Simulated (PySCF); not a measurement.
Species: sulfur difluoride, SF2.
Bonds: F1–S2, S2–F3.

Computed, not measured: core-valence-separated Tamm–Dancoff BHandHLYP/aug-pcX-1 (def2-SVPD on S) in PySCF, non-relativistic, gas phase, PBE0-D3(BJ)/def2-SVP geometry. The energies are unshifted.

Q: What does the F 1s absorption edge look like?

A: 
| E (eV) | f | core hole on | main final orbital | polarisation |
| --- | --- | --- | --- | --- |
| 682.77 | 0.0787 | F1/F3 | LUMO (2 roots, f summed) | in plane |
| 685.22 | 0.0234 | F1/F3 | LUMO (2 roots, f summed) | in plane |
| 688.13 | 0.0083 | F1/F3 | LUMO+2 (2 roots, f summed) | in plane |
| 689.68 | 0.0044 | F1/F3 | LUMO+5 (2 roots, f summed) | in plane |
| 689.71 | 0.0057 | F1/F3 | LUMO+3 (2 roots, f summed) | out of plane |

The first line with a tenth or more of the strongest one's intensity is at 682.77 eV (f = 0.079, sum of 2), with the hole on F1/F3 (sulfur-bound fluorine), polarised in plane. It is also the strongest listed.

Roots within 0.03 eV whose holes lie on the same, on equivalent or on shared atoms are summed into one line, and the highest roots are left out, as the search may have cut off their partners. Final orbitals are the ground state's empty Kohn–Sham orbitals.

Q: What are the wavelength and the wavenumber of the 685.22 eV line?

A: λ = 12398.42 eV Å/685.22 eV = 18.094 Å; 5.5267 × 10⁶ cm⁻¹.

The list ends where the root search ended, not at a threshold.

Hardware: one thread of an Arm Neoverse V1, no GPU, shared host. Cost: 1.1 s of wall time.
